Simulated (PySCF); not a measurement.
The first ionisation energy along the third row

Calculated with PySCF 2.14 from differences of total energies of unrestricted determinants, without spin-orbit coupling. Values in eV. The last column holds reference values (NIST; (s) semi-empirical, (t) theoretical, else measured). Unmarked ones compare directly (S terms, centres of terms, or small fine structure); those marked * lie between the lowest fine-structure levels and include a spin-orbit shift.

| element | configurations | LDA | PBE | PBE0 | r2SCAN | MP2 (valence) | SCS-MP2 (valence) | reference |
| --- | --- | --- | --- | --- | --- | --- | --- | --- |
| Mg (aug-cc-pVTZ-DK, spin-free X2C) | [Ne] 3s2 → [Ne] 3s1 | 7.733 | 7.624 | 7.553 | 7.377 | 7.262 | 7.391 | 7.646 |
| Al (aug-cc-pVTZ-DK, spin-free X2C) | [Ne] 3s2 3p1 → [Ne] 3s2 | 6.019 | 6.061 | 6.079 | 6.153 | 5.815 | 5.799 | 5.977 |
| Si (aug-cc-pVTZ-DK, spin-free X2C) | [Ne] 3s2 3p2 → [Ne] 3s2 3p1 | 8.229 | 8.189 | 8.209 | 8.315 | 8.040 | 7.953 | 8.157 |
| P (aug-cc-pVTZ-DK, spin-free X2C) | [Ne] 3s2 3p3 → [Ne] 3s2 3p2 | 10.574 | 10.484 | 10.524 | 10.633 | 10.485 | 10.307 | 10.526 |
| S (aug-cc-pVTZ-DK, spin-free X2C) | [Ne] 3s2 3p4 → [Ne] 3s2 3p3 | 10.553 | 10.417 | 10.391 | 10.365 | 9.990 | 10.069 | 10.336 |
| Cl (aug-cc-pVTZ-DK, spin-free X2C) | [Ne] 3s2 3p5 → [Ne] 3s2 3p4 | 13.191 | 12.962 | 12.946 | 12.997 | 12.750 | 12.749 | 12.974 |
| Ar (aug-cc-pVTZ-DK, spin-free X2C) | [Ar] → [Ne] 3s2 3p5 | 15.984 | 15.699 | 15.708 | 15.760 | 15.724 | 15.621 | 15.819 |

Q: Which of these methods has the smallest mean absolute error against the measured values here?

A: PBE, with 0.056 eV.

```
           method  elements  mean error (eV)  mean absolute error (eV)  largest error (eV)
              LDA         7            0.121                     0.121               0.218
              PBE         7            0.000                     0.056              -0.120
             PBE0         7           -0.003                     0.064              -0.110
           r2SCAN         7            0.024                     0.118              -0.269
    MP2 (valence)         7           -0.195                     0.195              -0.384
SCS-MP2 (valence)         7           -0.221                     0.221              -0.267
```

Errors include the incompleteness of the basis and the frozen core.

"Valence" correlates the outer s and p shells and, in groups 3 to 12 and the f block, the outer d or f shell, open or full, or the next shell where the ion has no valence electron left; the wider scheme adds the next inner shell.
